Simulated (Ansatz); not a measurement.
**SF radical: one species, many methods**

An exercise on one series of results from a longer session: the logs are not shown, and one member is left open.

Program: Ansatz 0.2.0, Gaussian basis. Level of theory: functionals in def2-TZVPP, the program's frozen cores in correlated methods. These are calculated values, not measurements.

Plan: LDA (SPW92), PBE-D4, revPBE-D4, BLYP-D4, r2SCAN-D4, B97M-V, PBE0-D4, B3LYP-D4, r2SCANh-D4, r2SCAN0-D4, HSE06-D4, BHLYP-D4, CAM-B3LYP-D4, LC-ωPBE, ωB97X-V, ωB97M-V, B2PLYP, PBE-QIDH; CCSD(T)/def2-SVP; CCSD(T)/def2-TZVPP; CCSD(T)/def2-QZVPP; extrapolation to the limit; RPA on PBE.

## The geometry

An earlier PBE0-D4 in a triple-zeta def2 set relaxation fixed the geometry.

2 atoms, charge 0, spin multiplicity 2.

Atoms are counted from 1 here; the program's logs count them from 0.

Bond lengths: F1–S2 1.594 Å.

The first run:

Contents of in.yaml:

```yaml
crystal:
  periodic: [false, false, false]
  atoms:
    - {symbol: F, position_ang: [-0.000000, -0.000000, 0.016116]}
    - {symbol: S, position_ang: [0.000000, 0.000000, 1.610414]}
basis:
  gaussian: {orbitals: def2-TZVPP}
magnetization: {spin_polarized: true, initial_magnetization: 1}
hamiltonian: {xc: lda}
output: {orbitals: {seedname: orbitals}}
```

Launch:

```
> ansatz run in.yaml --threads 2 --pin off --events-out ev --progress --plain --max-ram 32768MiB --backend cpu
```

Steps of the session up to this table: LDA; PBE-D4 (GGA); revPBE-D4 (GGA); BLYP-D4 (GGA); r2SCAN-D4 (meta-GGA); B97M-V (meta-GGA); PBE0-D4 (hybrid); B3LYP-D4 (hybrid); r2SCANh-D4 (hybrid); r2SCAN0-D4 (hybrid); HSE06-D4 (hybrid); BHLYP-D4 (hybrid); CAM-B3LYP-D4 (range-separated); LC-ωPBE (range-separated); ωB97X-V (range-separated); ωB97M-V (range-separated); B2PLYP (double hybrid); PBE-QIDH (double hybrid).

One table of the session follows, with a row left open; its other results are not shown here.

It belongs to the step «Frontier levels by functional». 

| functional | HOMO (eV) | LUMO (eV) | gap (eV) |
| --- | --- | --- | --- |
| LDA (SPW92) | -5.89 | -5.93 | -0.04 |
| PBE-D4 | -5.79 | -5.47 | 0.32 |
| revPBE-D4 | -5.75 | -5.36 | 0.39 |
| BLYP-D4 | -5.68 | -5.45 | 0.23 |
| r2SCAN-D4 | -6.07 | -5.08 | 0.99 |
| B97M-V | ? | ? | ? |
| PBE0-D4 | -7.21 | -4.31 | 2.90 |
| B3LYP-D4 | -6.98 | -4.73 | 2.25 |
| r2SCANh-D4 | -6.60 | -4.65 | 1.95 |
| r2SCAN0-D4 | -7.39 | -4.01 | 3.38 |
| HSE06-D4 | -6.80 | -4.71 | 2.10 |
| BHLYP-D4 | -8.52 | -3.20 | 5.32 |
| CAM-B3LYP-D4 | -8.65 | -3.19 | 5.47 |
| LC-ωPBE | -10.09 | -1.68 | 8.41 |
| ωB97X-V | -9.68 | -2.12 | 7.56 |
| ωB97M-V | -9.47 | -2.24 | 7.23 |

**Question.** Estimate the row for B97M-V.

As computed: HOMO (eV): -6.13; LUMO (eV): -5.32; gap (eV): 0.81. In the column «HOMO (eV)» it lies between r2SCANh-D4 (-6.60) and r2SCAN-D4 (-6.07).

To keep in mind: A negative gap means that an empty level lies below a filled one: whole occupations of an open shell aren't an aufbau state there.
